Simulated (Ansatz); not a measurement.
## Energy profile

The step: SiNH₅ ([NH2][SiH3]) + H₂O → SiH₄O ([OH][SiH3]) + NH₃; bonds formed: Si1–O7, N2–H6; bonds broken: Si1–N2, H6–O7 (atoms numbered as in the saddle structure below).

Si1  (-0.771, 0.052, -0.382)
N2  (0.461, -0.714, 0.814)
H3  (-1.774, -1.088, -0.295)
H4  (-1.592, 1.154, 0.174)
H5  (-0.459, -0.049, -1.836)
H6  (1.100, 0.255, 0.456)
O7  (0.818, 1.295, -0.227)
H8  (0.152, -0.731, 1.779)
H9  (0.773, -1.642, 0.558)
H10  (1.292, 1.467, -1.042)
(Å)

Electronic energies by CCSD(T) at an estimated basis limit (MP2 extrapolated from triple and quadruple zeta, plus CCSD(T) − MP2 in triple zeta), on PBE0-D4/def2-TZVP structures; SiNH7O, closed shell; no counterpoise correction. Program: Ansatz 0.2.0. Basis: def2-TZVPP and def2-QZVPP. Cores are frozen in the correlated methods. Extrapolation: Hartree–Fock as exp(−7.88 √X), correlation as X^−2.97.

(1) Give the profile in eV, counted from the separated reactants. (To be estimated.)

T1 diagnostic: at most 0.011.

Results:

(1) By the calculation:
| point | eV |
| --- | --- |
| separated: SiNH5 (linked as [NH2][SiH3]; Si1, N2, H3, H4, H5, H8, H9; singlet) + H2O (H6, O7, H10; singlet) | 0.000 |
| start structure | -0.214 |
| saddle | 0.955 |
| end structure | -0.525 |
| separated: SiH4O (linked as [OH][SiH3]; Si1, H3, H4, H5, O7, H10; singlet) + NH3 (N2, H6, H8, H9; singlet) | -0.424 |

The step is the kind of ligand exchange by which a precursor binds to a hydroxyl group, or is hydrolysed, in atomic layer deposition of oxides.

For scale, one of the runs: CCSD(T)/def2-TZVPP, 202 basis functions, launched by `ansatz run in.yaml --threads 2 --pin off --events-out ev --progress --plain --max-ram 4352MiB`. Hardware: 2 CPU threads of an Arm Neoverse V2, shared host. Wall time 48 s; peak host memory 2.5 GiB.
